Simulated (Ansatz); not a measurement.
Input file:

```yaml
crystal:
  periodic: [false, false, false]
  atoms:
    - {symbol: As, position_ang: [0.004679, 0.002470, 0.000570]}
    - {symbol: H, position_ang: [0.698880, 0.872641, 0.872295]}
    - {symbol: H, position_ang: [-0.946161, -0.879464, 0.864515]}
    - {symbol: H, position_ang: [-0.858550, 0.782019, -0.841847]}
    - {symbol: H, position_ang: [0.758068, -0.958766, -0.937306]}
basis:
  gaussian: {orbitals: aug-cc-pVDZ}
total_charge: 1
magnetization: {spin_polarized: false}
hamiltonian: {xc: {name: r2SCAN}}
correlation: {method: bccd_t, electrons: outside_noble_gas}
accuracy: high
scf: {lower_state_search: full}
output: {forces: true}
```

```sh
$ ansatz run in.yaml --threads 1 --pin off --events-out ev --progress --plain --max-ram 2393MiB
```

Log:

```
1445 factors; integrals over basis functions are off by at most 4.5e-9 eV
mean field evaluation 1: about -60895.5403 eV, gradient 1.6e1 eV
mean field evaluation 2: about -60895.5360 eV, gradient 1.6e1 eV
mean field evaluation 4: about -60896.4157 eV, gradient 1.2e0 eV
mean field evaluation 8: about -60896.4182 eV, gradient 6.4e-3 eV
mean field evaluation 16: about -60896.4182 eV, gradient 3.2e-7 eV
mean field -60896.41821720 eV, -2237.9020924072 hartree, gradient 3.7e-8 eV, S^2 0.000000; 0 other end points of the search recorded, 0 dependent functions left out
14 core orbitals not correlated: weight in the atoms' cores, before any rotation towards them, 0.999 or more for the frozen orbitals, at most 0.000 for the correlated occupied ones
reference -60849.53809550 eV, -2236.1792797113 hartree; 4, 4 occupied and 54, 54 virtual orbitals, 1445 factors
second order -3.51686687 eV of doubles, -0.19937033 eV of singles
cycle   1  -4.23903746 eV  change   -5.3e-1 eV  update   4.8e-2
cycle   2  -4.41353116 eV  change   -1.7e-1 eV  update   1.5e-2
cycle   3  -4.42357173 eV  change   -1.0e-2 eV  update   3.1e-3
cycle   4  -4.42393656 eV  change   -3.6e-4 eV  update   9.2e-4
cycle   5  -4.42388811 eV  change    4.8e-5 eV  update   2.3e-4
cycle   6  -4.42391546 eV  change   -2.7e-5 eV  update   7.2e-5
cycle   7  -4.42392538 eV  change   -9.9e-6 eV  update   1.7e-5
cycle   8  -4.42392396 eV  change    1.4e-6 eV  update   4.0e-6
cycle   9  -4.42392296 eV  change    1.0e-6 eV  update   1.1e-6
cycle  10  -4.42392302 eV  change   -5.6e-8 eV  update   3.2e-7
cycle  11  -4.42392306 eV  change   -4.4e-8 eV  update   1.1e-7
cycle  12  -4.42392303 eV  change    2.9e-8 eV  update   3.6e-8
cycle  13  -4.42392305 eV  change   -1.6e-8 eV  update   2.0e-8
cycle  14  -4.42392304 eV  change    4.9e-9 eV  update   1.5e-8
cycle  15  -4.42392302 eV  change    1.9e-8 eV  update   8.7e-8
cycle  16  -4.42392303 eV  change   -1.7e-9 eV  update   2.3e-8
cycle  17  -4.42392303 eV  change   -4.8e-9 eV  update   6.4e-9
cycle  18  -4.42392303 eV  change   -1.5e-9 eV  update   1.7e-9
cycle  19  -4.42392303 eV  change  -3.7e-10 eV  update  5.2e-10
perturbative correction -0.08983588 eV, -0.0033014079 hartree
the calculation of the forces begins
Total energy: -60854.05185442 eV, -2236.3451572919 hartree
Atom 0 at     0.004679     0.002470     0.000570 Å, force    -1.289562    -3.241617    -0.395076 eV/Å
Atom 1 at     0.698880     0.872641     0.872295 Å, force     1.419374     1.118895     1.127582 eV/Å
Atom 2 at    -0.946161    -0.879464     0.864515 Å, force     0.717145     0.575931    -0.536406 eV/Å
Atom 3 at    -0.858550     0.782019    -0.841847 Å, force    -0.851216     0.902804    -0.881406 eV/Å
Atom 4 at     0.758068    -0.958766    -0.937306 Å, force     0.004259     0.643987     0.685306 eV/Å
Dipole moment:     0.022457    -0.011128    -0.002267 e Å
```

Forces (eV/Å):
```
As  -1.290 -3.242 -0.395
H    1.419  1.119  1.128
H    0.717  0.576 -0.536
H   -0.851  0.903 -0.881
H    0.004  0.644  0.685
```

Ran on 1 thread of Arm Neoverse V1, shared host: 31 s wall, 0.46 GiB peak host memory.
